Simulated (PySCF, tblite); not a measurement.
# tetrafluoroethene (C₂F₄): dynamics, then NMR shifts and electronic excitations on frames, part 2 of 2

tblite 0.8.0 and PySCF 2.14.0. Atoms count from 0.

## 9. Shielding tensors: 800 fs, PBE0/pcSseg-1

Job settings and geometry (Å):

```
{"job": {"kind": "nmr", "xc": "PBE0", "basis": "pcSseg-1", "pop": false}, "charge": 0, "multiplicity": 1}
F     -1.694500    -0.713100     0.001600
C     -0.672600    -0.523200    -0.745500
F     -0.907100     0.187200    -1.819900
C      0.527900    -0.920000    -0.361900
F      0.832400    -1.522300     0.688500
F      1.628100    -0.434500    -1.012300
```

Level: GIAO PBE0/pcSseg-1 NMR shielding, non-relativistic, gas phase.

What it wrote:

```text
coarse grid: 6520 points
cycle   1  E = -474.8497796353  dE =  1.253e+00  |g| = 7.983e-01  |ddm| = 2.363e+00
cycle   2  E = -474.7307626791  dE =  1.190e-01  |g| = 1.200e+00  |ddm| = 1.002e+00
cycle   3  E = -474.9493460446  dE = -2.186e-01  |g| = 6.264e-02  |ddm| = 6.415e-01
cycle   4  E = -474.9497787353  dE = -4.327e-04  |g| = 2.965e-02  |ddm| = 4.025e-02
cycle   5  E = -474.9498927808  dE = -1.140e-04  |g| = 9.339e-03  |ddm| = 2.000e-02
cycle   6  E = -474.9499049347  dE = -1.215e-05  |g| = 1.307e-03  |ddm| = 5.247e-03
cycle   7  E = -474.9499052361  dE = -3.013e-07  |g| = 4.812e-04  |ddm| = 1.184e-03
final grid: 68832 points
cycle   8  E = -475.0084072102  dE = -2.668e-05  |g| = 4.478e-03  |ddm| = 1.388e-02
cycle   9  E = -475.0084035279  dE =  3.682e-06  |g| = 6.818e-03  |ddm| = 6.314e-03
cycle  10  E = -475.0084107097  dE = -7.182e-06  |g| = 3.204e-04  |ddm| = 3.498e-03
cycle  11  E = -475.0084107264  dE = -1.670e-08  |g| = 1.206e-04  |ddm| = 2.863e-04
cycle  12  E = -475.0084107282  dE = -1.829e-09  |g| = 6.400e-05  |ddm| = 8.889e-05
cycle  13  E = -475.0084107288  dE = -5.861e-10  |g| = 6.022e-06  |ddm| = 3.660e-05
converged SCF energy = -475.0084107288

GIAO shielding tensors (ppm)
atom      isotropic    diamagn.    paramagn.     s11        s22        s33       span
  0 F      321.316     470.986    -149.670    270.134    319.823    373.990    103.856
  1 C       37.114     250.075    -212.961      6.911     34.638     69.792     62.881
  2 F      316.078     470.801    -154.723    277.870    304.372    365.993     88.123
  3 C       34.186     249.525    -215.339      3.746     30.921     67.891     64.145
  4 F      320.626     469.952    -149.326    246.246    328.966    386.668    140.422
  5 F      303.222     472.347    -169.124    237.015    326.181    346.471    109.456
```

Wall time 2 s (1 thread of AMD EPYC 9R45, shared host); peak memory 0.46 GiB.

This run: δ C3 152.7, C1 149.8, F5 -132.3, F2 -145.1 ppm.

## 10. Excited states and response: 800 fs, PBE0/def2-SVPD

Settings changed since step 9:

```diff
@@ -1,2 +1,2 @@
-{"job": {"kind": "nmr", "xc": "PBE0", "basis": "pcSseg-1", "pop": false}, "charge": 0, "multiplicity": 1}
+{"job": {"kind": "uv", "xc": "PBE0", "basis": "def2-SVPD", "nstates": 5, "ntriplets": 0}, "charge": 0, "multiplicity": 1}
 F     -1.694500    -0.713100     0.001600
```

Level: TDDFT PBE0/def2-SVPD, vertical, gas phase, core orbitals frozen in the response.

What it wrote:

```text
coarse grid: 6520 points
cycle   1  E = -474.5664397918  dE =  1.218e+00  |g| = 7.310e-01  |ddm| = 3.066e+00
cycle   2  E = -474.4642339271  dE =  1.022e-01  |g| = 1.084e+00  |ddm| = 1.439e+00
cycle   3  E = -474.6561235381  dE = -1.919e-01  |g| = 6.966e-02  |ddm| = 8.388e-01
cycle   4  E = -474.6567439308  dE = -6.204e-04  |g| = 2.815e-02  |ddm| = 7.031e-02
cycle   5  E = -474.6568568850  dE = -1.130e-04  |g| = 1.057e-02  |ddm| = 2.691e-02
cycle   6  E = -474.6568744927  dE = -1.761e-05  |g| = 1.311e-03  |ddm| = 8.567e-03
cycle   7  E = -474.6568748312  dE = -3.385e-07  |g| = 3.610e-04  |ddm| = 1.561e-03
final grid: 68832 points
cycle   8  E = -474.7169300675  dE = -1.804e-05  |g| = 4.835e-03  |ddm| = 3.572e-02
cycle   9  E = -474.7169253037  dE =  4.764e-06  |g| = 7.319e-03  |ddm| = 8.968e-03
cycle  10  E = -474.7169341363  dE = -8.833e-06  |g| = 2.808e-04  |ddm| = 5.202e-03
cycle  11  E = -474.7169341480  dE = -1.171e-08  |g| = 1.529e-04  |ddm| = 3.839e-04
cycle  12  E = -474.7169341516  dE = -3.630e-09  |g| = 5.002e-05  |ddm| = 1.429e-04
cycle  13  E = -474.7169341520  dE = -4.204e-10  |g| = 7.275e-06  |ddm| = 4.578e-05
converged SCF energy = -474.7169341520

Static polarisability (au): isotropic 28.718, principal 20.694 28.179 37.282

Singlet excitations
state   eV       nm        f      main configurations
  1   6.5718    188.7   0.02035   H->L 0.55, H->L+1 0.38
  2   6.9099    179.4   0.02120   H->L+2 0.39, H->L+1 0.34, H->L+3 0.17
  3   7.5859    163.4   0.06426   H->L+2 0.54, H->L 0.20, H->L+1 0.15
  4   8.5159    145.6   0.27016   H->L+3 0.69, H->L 0.16, H->L+1 0.10
  5   9.0959    136.3   0.00514   H->L+4 0.99
```

It took 3 s on 1 thread of AMD EPYC 9R45, shared host; peak memory 0.55 GiB.

This run: HOMO -7.60 eV, LUMO 0.23 eV; lowest singlet 6.57 eV.

## 11. Nuclear shieldings: 1000 fs, PBE0/pcSseg-1

Job settings and geometry (Å):

```
{"job": {"kind": "nmr", "xc": "PBE0", "basis": "pcSseg-1", "pop": false}, "charge": 0, "multiplicity": 1}
F     -1.327700    -1.346400     0.091600
C     -0.368500    -0.728900    -0.643900
F     -0.876400    -0.107900    -1.665300
C      0.925400    -0.810200    -0.322000
F      1.442300    -1.483600     0.719600
F      1.892200    -0.235100    -1.061300
```

Level: GIAO PBE0/pcSseg-1 NMR shielding, non-relativistic, gas phase.

What it wrote:

```text
coarse grid: 6520 points
cycle   1  E = -474.8369548103  dE =  1.011e+00  |g| = 8.408e-01  |ddm| = 2.308e+00
cycle   2  E = -474.6671803973  dE =  1.698e-01  |g| = 1.353e+00  |ddm| = 1.116e+00
cycle   3  E = -474.9531689589  dE = -2.860e-01  |g| = 5.793e-02  |ddm| = 7.225e-01
cycle   4  E = -474.9535899219  dE = -4.210e-04  |g| = 1.907e-02  |ddm| = 3.180e-02
cycle   5  E = -474.9536293700  dE = -3.945e-05  |g| = 9.830e-03  |ddm| = 1.429e-02
cycle   6  E = -474.9536431126  dE = -1.374e-05  |g| = 1.662e-03  |ddm| = 5.685e-03
cycle   7  E = -474.9536435841  dE = -4.714e-07  |g| = 3.406e-04  |ddm| = 1.153e-03
final grid: 68832 points
cycle   8  E = -475.0139986561  dE = -3.191e-05  |g| = 6.267e-03  |ddm| = 1.310e-02
cycle   9  E = -475.0139901261  dE =  8.530e-06  |g| = 9.926e-03  |ddm| = 8.392e-03
cycle  10  E = -475.0140053905  dE = -1.526e-05  |g| = 2.787e-04  |ddm| = 4.868e-03
cycle  11  E = -475.0140054049  dE = -1.443e-08  |g| = 1.141e-04  |ddm| = 2.557e-04
cycle  12  E = -475.0140054068  dE = -1.866e-09  |g| = 4.897e-05  |ddm| = 8.264e-05
cycle  13  E = -475.0140054071  dE = -3.331e-10  |g| = 9.803e-06  |ddm| = 3.008e-05
converged SCF energy = -475.0140054071

GIAO shielding tensors (ppm)
atom      isotropic    diamagn.    paramagn.     s11        s22        s33       span
  0 F      295.962     471.592    -175.629    247.428    303.338    337.122     89.694
  1 C       26.949     247.850    -220.901     -0.305     17.691     63.460     63.765
  2 F      306.433     470.322    -163.888    267.539    289.558    362.203     94.665
  3 C       23.475     248.074    -224.600      0.217      9.777     60.429     60.212
  4 F      298.295     470.695    -172.400    253.247    291.728    349.911     96.664
  5 F      299.812     470.803    -170.991    257.703    292.143    349.591     91.888
```

Run time: 2 s. Hardware: 1 thread of AMD EPYC 9R45, shared host; peak memory 0.46 GiB.

This run: δ C3 163.5, C1 160.0, F0 -125.0, F4 -127.3 ppm.

## 12. TDDFT and polarisability: 1000 fs, PBE0/def2-SVPD

Settings changed since step 11:

```diff
@@ -1,2 +1,2 @@
-{"job": {"kind": "nmr", "xc": "PBE0", "basis": "pcSseg-1", "pop": false}, "charge": 0, "multiplicity": 1}
+{"job": {"kind": "uv", "xc": "PBE0", "basis": "def2-SVPD", "nstates": 5, "ntriplets": 0}, "charge": 0, "multiplicity": 1}
 F     -1.327700    -1.346400     0.091600
```

Method: TDDFT PBE0/def2-SVPD, vertical, gas phase, core orbitals frozen in the response.

What it wrote:

```text
coarse grid: 6520 points
cycle   1  E = -474.5540726316  dE =  9.762e-01  |g| = 7.739e-01  |ddm| = 3.006e+00
cycle   2  E = -474.4078950426  dE =  1.462e-01  |g| = 1.226e+00  |ddm| = 1.577e+00
cycle   3  E = -474.6593505464  dE = -2.515e-01  |g| = 6.817e-02  |ddm| = 9.452e-01
cycle   4  E = -474.6600066480  dE = -6.561e-04  |g| = 1.883e-02  |ddm| = 7.032e-02
cycle   5  E = -474.6600540743  dE = -4.743e-05  |g| = 9.594e-03  |ddm| = 1.962e-02
cycle   6  E = -474.6600685193  dE = -1.444e-05  |g| = 1.714e-03  |ddm| = 7.597e-03
cycle   7  E = -474.6600690466  dE = -5.273e-07  |g| = 3.288e-04  |ddm| = 1.601e-03
final grid: 68832 points
cycle   8  E = -474.7220734339  dE = -2.084e-05  |g| = 6.735e-03  |ddm| = 5.948e-02
cycle   9  E = -474.7220629372  dE =  1.050e-05  |g| = 1.054e-02  |ddm| = 1.188e-02
cycle  10  E = -474.7220813560  dE = -1.842e-05  |g| = 2.032e-04  |ddm| = 7.220e-03
cycle  11  E = -474.7220813634  dE = -7.317e-09  |g| = 1.062e-04  |ddm| = 3.140e-04
cycle  12  E = -474.7220813651  dE = -1.705e-09  |g| = 4.612e-05  |ddm| = 1.097e-04
cycle  13  E = -474.7220813654  dE = -3.328e-10  |g| = 8.962e-06  |ddm| = 3.937e-05
converged SCF energy = -474.7220813654

Static polarisability (au): isotropic 29.755, principal 20.928 29.337 39.000

Singlet excitations
state   eV       nm        f      main configurations
  1   6.5329    189.8   0.00032   H->L+2 0.93
  2   6.9530    178.3   0.01619   H->L+1 0.93
  3   7.9178    156.6   0.02213   H->L+3 0.88, H->L 0.10
  4   8.3228    149.0   0.38023   H->L 0.84, H->L+3 0.10
  5   9.5698    129.6   0.00016   H->L+4 0.99
```

Wall time 3 s (1 thread of AMD EPYC 9R45, shared host); peak memory 0.56 GiB.

Key values: HOMO -8.03 eV, LUMO 0.18 eV; lowest singlet 6.53 eV.

## 13. Comparing the runs: NMR shifts

Shifts (ppm) of some atoms, chosen among heavy atoms and hydrogens apart, with basis size and wall time:

| frame | C3 | C1 | F5 | F0 | F4 | functions | time |
| --- | --- | --- | --- | --- | --- | --- | --- |
| 250 fs | 160.4 | 156.4 | -127.5 | -136.0 | -137.9 | 102 | 3.2 s |
| 425 fs | 149.6 | 156.2 | -146.1 | -146.7 | -139.1 | 102 | 2.1 s |
| 625 fs | 154.0 | 158.5 | -130.8 | -134.5 | -133.8 | 102 | 2 s |
| 800 fs | 152.7 | 149.8 | -132.3 | -150.4 | -149.7 | 102 | 2 s |
| 1000 fs | 163.5 | 160.0 | -128.9 | -125.0 | -127.3 | 102 | 2 s |

## 14. Run by run: electronic excitations

Excitations and ground-state properties, with basis size and wall time:

| frame | lowest singlet (eV) | brightest (eV) | f | gap (eV) | α (Å³) | μ (D) | functions | time |
| --- | --- | --- | --- | --- | --- | --- | --- | --- |
| 250 fs | 6.52 | 8.16 | 0.351 | 7.52 | 4.39 | 0.33 | 132 | 3.9 s |
| 425 fs | 6.54 | 8.36 | 0.314 | 7.78 | 4.28 | 0.16 | 132 | 3 s |
| 625 fs | 6.51 | 8.63 | 0.372 | 8.29 | 4.30 | 0.26 | 132 | 3 s |
| 800 fs | 6.57 | 8.52 | 0.270 | 7.83 | 4.26 | 0.64 | 132 | 3 s |
| 1000 fs | 6.53 | 8.32 | 0.380 | 8.21 | 4.41 | 0.26 | 132 | 3 s |

## 15. Summary of results

What follows sums up all 2 parts.

| quantity | value |
| --- | --- |
| thermostat | 300 K |
| mean temperature, second half | 317 K |
| mean potential energy above the minimum | 0.18 eV |
| ¹³C shifts against TMS (PBE0/pcSseg-1, 250 fs) | 160.4, 156.4 ppm |
| ¹⁹F shifts against CFCl3 (PBE0/pcSseg-1, 250 fs) | -127.5, -136.0, -136.0, -137.9 ppm |
| surface potential, 1st and 99th percentile | -0.34 V and 1.06 V |
| lowest singlet (PBE0/def2-SVPD, 250 fs) | 6.52 eV (190 nm), f = 0.047 |
| brightest single state of those computed | state 4, 8.16 eV, f = 0.351 |
| range of the shift of F0 | -150.4 to -125.0 ppm |
| range of the lowest singlet | 6.51 to 6.57 eV |

**Reading.** In the second half the potential energy averages 0.18 eV above the minimum; equipartition over 12 harmonic modes at 300 K would give 0.16 eV. With 6 atoms the temperature swings widely (114 to 526 K). Shifts at one fixed geometry are not the observed spectrum, which averages over the motion. In the first frame run (250 fs): The lowest singlet, at 6.52 eV, is HOMO→LUMO 0.67, HOMO→LUMO+1 0.20 and is weak; of the 5 states computed, the strongest absorption comes from state 4 at 8.16 eV. States above −ε(HOMO) lie where TDDFT describes them poorly and they hang on the basis; the brightest is among them. Across the 5 runs the shift of F0 moves most, between -150.4 (800 fs) and -125.0 ppm (1000 fs). The lowest singlet runs from 6.51 eV (625 fs) to 6.57 eV (800 fs), while the orbital gap spans 7.52 to 8.29 eV. The lowest state need not be the same one in every run.
